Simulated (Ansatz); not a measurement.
A made-up structure of CH2SSi, closed shell:

C1  (-0.608, -0.717, 0.248)
Si2  (0.214, 0.846, -0.287)
S3  (1.606, -0.940, 0.294)
H4  (-1.364, -1.599, 0.555)
H5  (0.151, 2.409, -0.810)
(Å)

It is relaxed with PBE-D4/def2-SVP and then PBE0-D4/def2-TZVP (Ansatz 0.2.0). Atoms count as bonded within 1.22 times the sum of their covalent radii (H–H: 0.88 Å). The end point is not checked to be a true minimum.

(1) Does its bonding change? (A judgement: the text doesn't fix the answer.)

Answers

(1) Computed: Yes. Formed: C1–S3; broken: none.

Where it ends: The first stage lowers the energy by 2.39 eV in 20 steps. It ends as CH₂SSi ([CH]1[SiH][S]1):
C1  (-0.318, -0.545, 0.236)
Si2  (0.235, 1.206, 0.483)
S3  (1.263, -0.938, 0.094)
H4  (-1.138, -1.256, 0.170)
H5  (-0.042, 1.533, -0.984)
(Å)

Labels in which every atom is bracketed show which atoms are joined, not bond orders.

For scale, one of the runs: PBE0-D4/def2-TZVP relaxation, 117 basis functions, launched by `ansatz run in.yaml --threads 2 --pin off --events-out ev --progress --plain --max-ram 4352MiB`. The run took about 26 s on 2 CPU threads of an Arm Neoverse N1 (shared host).
